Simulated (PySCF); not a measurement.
**How methods differ on the electron affinity of O**

O⁻ [He] 2s2 2p5 (2P) → O [He] 2s2 2p4 (3P), as a difference of total energies. Calculation: PySCF 2.14, in dyall-acv3z; no relativity, point nucleus. Correlated levels: valence: 1s2 frozen; virtual orbitals above 40 to 60 times the deepest correlated orbital energy dropped. The calculations carry no spin-orbit coupling.

```
           method  electron affinity (eV)
              UHF                  -0.574
    MP2 (valence)                   1.420
SCS-MP2 (valence)                   1.386
   CCSD (valence)                   1.184
CCSD(T) (valence)                   1.338
```

Errors of the correlated levels include the incompleteness of this basis and the frozen core.

A negative affinity means that the anion lies above the atom at that level of theory.

For comparison: 1.461 eV (measured; photodetachment measurements, as compiled on the Wikipedia data page of electron affinities).
